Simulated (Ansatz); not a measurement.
A made-up structure of CHFLi (charge +1), closed shell:

Li1  (-0.703, 2.964, -0.586)
C2  (-0.144, -0.057, -0.125)
F3  (-0.551, 1.093, -0.479)
H4  (-0.770, -0.794, -0.667)
(Å)

It is relaxed with PBE-D4/def2-SVP and then PBE0-D4/def2-TZVP (Ansatz 0.2.0). Atoms count as bonded within 1.22 times the sum of their covalent radii (H–H: 0.88 Å). The end point is not checked to be a true minimum.

Question: Does its bonding change? (Judge from chemistry; the calculation decides.)

Answer: The calculation gives: Yes. Formed: Li1–C2; broken: Li1–F3.

Where it ends: The first stage lowers the energy by 1.22 eV in 17 steps. It ends as CHFLi ([Li][CH][F]), total charge +1:
```
atom    x (Å)    y (Å)    z (Å)
 Li1   0.1130   2.5490   0.1180
  C2  -0.5489   0.6030  -0.4715
  F3  -1.5033   0.4776  -1.3012
  H4  -0.2291  -0.4234  -0.2015
```

Labels in which every atom is bracketed show which atoms are joined, not bond orders.

For scale, one of the runs: PBE0-D4/def2-TZVP relaxation, 82 basis functions, launched by `ansatz run in.yaml --threads 2 --pin off --events-out ev --progress --plain --max-ram 4352MiB`. The run took about 6 s on 2 CPU threads of an Arm Neoverse V1 (shared host).
